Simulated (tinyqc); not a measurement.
Hueckel theory of the pi electrons, for the molecule c1ccccc1 (SMILES; centres numbered as the heavy atoms are written), step by step. One step of it, computed by the program tinyqc.

Task: Energy, charges, bond orders. E = sum n x; q_r = z_r - P_rr; bond order p = P_rs; free valence = sqrt(3) - sum of p over the bonds of the atom.

x values: 2.000000  1.000000  1.000000  -1.000000  -1.000000  -2.000000

occupations: 2.000000  2.000000  2.000000  0.000000  0.000000  0.000000

charge and bond-order matrix P:
```
           1C         2C         3C         4C         5C         6C
1C   1.000000   0.666667   0.000000  -0.333333   0.000000   0.666667
2C   0.666667   1.000000   0.666667   0.000000  -0.333333   0.000000
3C   0.000000   0.666667   1.000000   0.666667   0.000000  -0.333333
4C  -0.333333   0.000000   0.666667   1.000000   0.666667   0.000000
5C   0.000000  -0.333333   0.000000   0.666667   1.000000   0.666667
6C   0.666667   0.000000  -0.333333   0.000000   0.666667   1.000000
```

Centres:

| centre | z_r, pi electrons of the neutral centre | h |
|---|---|---|
| 1C | 1 | 0.000000 |
| 2C | 1 | 0.000000 |
| 3C | 1 | 0.000000 |
| 4C | 1 | 0.000000 |
| 5C | 1 | 0.000000 |
| 6C | 1 | 0.000000 |

Bonds:

| i | j | k |
|---|---|---|
| 1 | 2 | 1 |
| 2 | 3 | 1 |
| 3 | 4 | 1 |
| 4 | 5 | 1 |
| 5 | 6 | 1 |
| 6 | 1 | 1 |

Give: pi energy = 6 alpha + this times beta; pi charges; Bond orders and lengths from R = 1.517 - 0.180 p; free valence of the carbons; gap between the highest filled and the next level.

Result:

pi energy = 6 alpha + this times beta = 8.0000

pi charges: 1C 0.0000, 2C 0.0000, 3C 0.0000, 4C 0.0000, 5C 0.0000, 6C 0.0000

Bond orders and lengths from R = 1.517 - 0.180 p (angstrom, C-C alone):

| bond | p | R |
|---|---|---|
| 1-2 | 0.6667 | 1.3970 |
| 2-3 | 0.6667 | 1.3970 |
| 3-4 | 0.6667 | 1.3970 |
| 4-5 | 0.6667 | 1.3970 |
| 5-6 | 0.6667 | 1.3970 |
| 6-1 | 0.6667 | 1.3970 |

free valence of the carbons: 1C 0.3987, 2C 0.3987, 3C 0.3987, 4C 0.3987, 5C 0.3987, 6C 0.3987

gap between the highest filled and the next level = 2.0000 |beta|
